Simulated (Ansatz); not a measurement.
Program: Ansatz. Geometries: PBE0-D4/def2-TZVP. ΔE: electronic, gas phase. CCSD(T)/CBS is the MP2 limit (def2-TZVPP, def2-QZVPP) plus CCSD(T) − MP2 in def2-TZVPP, frozen cores. Functionals use def2-TZVPP. B3LYP here is the variant with VWN-RPA as its local correlation; programs differ in this. HSE06 is defined as in plane-wave codes. Each species was taken in one conformer, which may not be the lowest.

`NC1=COC1` → `C=C(O)C=N`  (isomerisation)

```json
{"level": "LDA (SPW92)", "ΔE (kJ/mol)": "-113.0", "difference from CCSD(T)/CBS": "19.8"}
{"level": "PBE-D4", "ΔE (kJ/mol)": "-124.8", "difference from CCSD(T)/CBS": "8.0"}
{"level": "revPBE-D4", "ΔE (kJ/mol)": "-127.6", "difference from CCSD(T)/CBS": "5.2"}
{"level": "BLYP-D4", "ΔE (kJ/mol)": "-147.1", "difference from CCSD(T)/CBS": "-14.3"}
{"level": "r2SCAN-D4", "ΔE (kJ/mol)": "-134.6", "difference from CCSD(T)/CBS": "-1.8"}
{"level": "B97M-V", "ΔE (kJ/mol)": "-135.7", "difference from CCSD(T)/CBS": "-2.9"}
{"level": "PBE0-D4", "ΔE (kJ/mol)": "-119.5", "difference from CCSD(T)/CBS": "13.3"}
{"level": "B3LYP-D4", "ΔE (kJ/mol)": "-140.7", "difference from CCSD(T)/CBS": "-7.9"}
{"level": "r2SCANh-D4", "ΔE (kJ/mol)": "-131.9", "difference from CCSD(T)/CBS": "0.9"}
{"level": "r2SCAN0-D4", "ΔE (kJ/mol)": "-128.1", "difference from CCSD(T)/CBS": "4.7"}
{"level": "HSE06-D4", "ΔE (kJ/mol)": "-119.5", "difference from CCSD(T)/CBS": "13.3"}
{"level": "BHLYP-D4", "ΔE (kJ/mol)": "-137.9", "difference from CCSD(T)/CBS": "-5.1"}
{"level": "ωB97X-V", "ΔE (kJ/mol)": "-118.4", "difference from CCSD(T)/CBS": "14.4"}
{"level": "ωB97M-V", "ΔE (kJ/mol)": "-126.8", "difference from CCSD(T)/CBS": "6.0"}
{"level": "B2PLYP", "ΔE (kJ/mol)": "-137.8", "difference from CCSD(T)/CBS": "-5.0"}
{"level": "PBE", "ΔE (kJ/mol)": "-124.3", "difference from CCSD(T)/CBS": "8.5"}
{"level": "revPBE", "ΔE (kJ/mol)": "-125.9", "difference from CCSD(T)/CBS": "6.9"}
{"level": "BLYP", "ΔE (kJ/mol)": "-146.0", "difference from CCSD(T)/CBS": "-13.2"}
{"level": "r2SCAN", "ΔE (kJ/mol)": "-134.4", "difference from CCSD(T)/CBS": "-1.6"}
{"level": "PBE0", "ΔE (kJ/mol)": "-119.1", "difference from CCSD(T)/CBS": "13.7"}
{"level": "B3LYP", "ΔE (kJ/mol)": "-139.9", "difference from CCSD(T)/CBS": "-7.1"}
{"level": "r2SCANh", "ΔE (kJ/mol)": "-131.8", "difference from CCSD(T)/CBS": "1.0"}
{"level": "r2SCAN0", "ΔE (kJ/mol)": "-127.9", "difference from CCSD(T)/CBS": "4.9"}
{"level": "HSE06", "ΔE (kJ/mol)": "-119.1", "difference from CCSD(T)/CBS": "13.7"}
{"level": "CAM-B3LYP", "ΔE (kJ/mol)": "-131.8", "difference from CCSD(T)/CBS": "1.0"}
{"level": "LC-ωPBE", "ΔE (kJ/mol)": "-103.5", "difference from CCSD(T)/CBS": "29.3"}
{"level": "RPA@PBE/def2-TZVPP", "ΔE (kJ/mol)": "-129.8", "difference from CCSD(T)/CBS": "3.0"}
{"level": "MP2/def2-SVP", "ΔE (kJ/mol)": "-131.6", "difference from CCSD(T)/CBS": "1.2"}
{"level": "CCSD/def2-SVP", "ΔE (kJ/mol)": "-133.6", "difference from CCSD(T)/CBS": "-0.8"}
{"level": "CCSD(T)/def2-SVP", "ΔE (kJ/mol)": "-136.6", "difference from CCSD(T)/CBS": "-3.8"}
{"level": "HF/def2-TZVPP", "ΔE (kJ/mol)": "-145.1", "difference from CCSD(T)/CBS": "-12.3"}
{"level": "MP2/def2-TZVPP", "ΔE (kJ/mol)": "-128.7", "difference from CCSD(T)/CBS": "4.1"}
{"level": "SCS-MP2/def2-TZVPP", "ΔE (kJ/mol)": "-130.5", "difference from CCSD(T)/CBS": "2.3"}
{"level": "CCSD/def2-TZVPP", "ΔE (kJ/mol)": "-132.2", "difference from CCSD(T)/CBS": "0.6"}
{"level": "CCSD(T)/def2-TZVPP", "ΔE (kJ/mol)": "-134.1", "difference from CCSD(T)/CBS": "-1.3"}
{"level": "HF/def2-QZVPP", "ΔE (kJ/mol)": "-145.2", "difference from CCSD(T)/CBS": "-12.4"}
{"level": "MP2/def2-QZVPP", "ΔE (kJ/mol)": "-128.0", "difference from CCSD(T)/CBS": "4.8"}
{"level": "HF/CBS(def2)", "ΔE (kJ/mol)": "-145.2", "difference from CCSD(T)/CBS": "-12.4"}
{"level": "MP2/CBS(def2)", "ΔE (kJ/mol)": "-127.5", "difference from CCSD(T)/CBS": "5.3"}
{"level": "CCSD/CBS(def2)", "ΔE (kJ/mol)": "-130.9", "difference from CCSD(T)/CBS": "1.9"}
{"level": "CCSD(T)/CBS", "ΔE (kJ/mol)": "-132.8", "difference from CCSD(T)/CBS": "0"}
```

(1) What do rigid-rotor, harmonic-oscillator terms from PBE0-D4/def2-TZVP frequencies (298.15 K, 1 bar) make of the CCSD(T)/CBS value? (An estimate is asked.)

Largest T1 diagnostic among the species: 0.013.

## Answers

(1) Ansatz gave: ΔZPE = -1.1 kJ/mol, ΔH = -133.8 kJ/mol, ΔS = 2 J/(mol·K), ΔG = -134.4 kJ/mol.

Leaving LDA and LC-ωPBE aside and taking each functional with its dispersion term where it has one, the values spread over 28.8 kJ/mol, from BLYP-D4 to ωB97X-V. LDA lies +11.3 kJ/mol from PBE without D4. At CCSD(T), def2-SVP lies −3.8 kJ/mol from the extrapolated value and def2-TZVPP −1.3 kJ/mol. In def2-TZVPP, CCSD(T) changes the Hartree–Fock value by +11.0 kJ/mol (the triples alone add −1.9 kJ/mol) and MP2 by +16.4 kJ/mol.
